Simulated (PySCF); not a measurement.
These are PySCF 2.14.0 with B3LYP-D3(BJ)/def2-TZVP // TPSS-D3(BJ)/def2-SVP values and carry that method's errors. Isolated molecules, 0 K electronic values unless said otherwise. B3LYP has the VWN-RPA correlation part, as in Gaussian. 

Reference species (SMILES): `[NH2]` (neutral, multiplicity 2).

* **highest occupied spin orbital**: -8.54 eV
* **dipole moment**: 1.95 D

Changed species: `C[N]C` (free radical N(CH3)2; the reference has free radical NH2).

Question: Give the shifts of the highest occupied spin orbital and dipole moment.

Answer: the highest occupied spin orbital goes up by 1.65 eV, to -6.89 eV; the dipole moment falls by 0.22 D, to 1.73 D.
